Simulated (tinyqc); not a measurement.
Worked calculation: Pariser-Parr-Pople SCF with singles CI, for the molecule C=CC=C (SMILES; centres numbered as the heavy atoms are written). One step of it, computed by the program tinyqc.

Task: Iteration 2: Fock matrix. F_rr = H_rr + P_rr gamma_rr / 2 + sum_(s != r) P_ss gamma_rs; F_rs = H_rs - P_rs gamma_rs / 2; E = tr P (H + F) / 2 + core repulsion sum_(r<s) z_r z_s gamma_rs.

P after iteration 1, order 1C, 2C, 3C, 4C:
```
[[1.000000, 0.907413, 0.000000, -0.419097],
 [0.907413, 1.000000, 0.419097, 0.000000],
 [0.000000, 0.419097, 1.000000, 0.907413],
 [-0.419097, 0.000000, 0.907413, 1.000000]]
```

core matrix H (eV), order 1C, 2C, 3C, 4C:
```
[[-27.620688, -2.390000, 0.000000, 0.000000],
 [-2.390000, -31.506191, -2.390000, 0.000000],
 [0.000000, -2.390000, -31.506191, -2.390000],
 [0.000000, 0.000000, -2.390000, -27.620688]]
```

repulsion gamma_rs (eV), order 1C, 2C, 3C, 4C:
```
[[11.130000, 7.551966, 5.239207, 3.669516],
 [7.551966, 11.130000, 7.555018, 5.239207],
 [5.239207, 7.555018, 11.130000, 7.551966],
 [3.669516, 5.239207, 7.551966, 11.130000]]
```

Centres (angstrom, eV; a flat drawing with bonds scaled to 1.40 angstrom):
```
centre          x          y  core charge z          W   gamma_rr
1C      -1.848000  -0.127000              1  11.160000  11.130000
2C      -0.559000   0.421000              1  11.160000  11.130000
3C       0.559000  -0.421000              1  11.160000  11.130000
4C       1.848000   0.127000              1  11.160000  11.130000
```

Give: F; pi energy.

Result:

F (eV), order 1C, 2C, 3C, 4C:
```
[[-5.595, -5.816, 0.000, 0.769],
 [-5.816, -5.595, -3.973, 0.000],
 [0.000, -3.973, -5.595, -5.816],
 [0.769, 0.000, -5.816, -5.595]]
```

pi energy = -51.392 eV
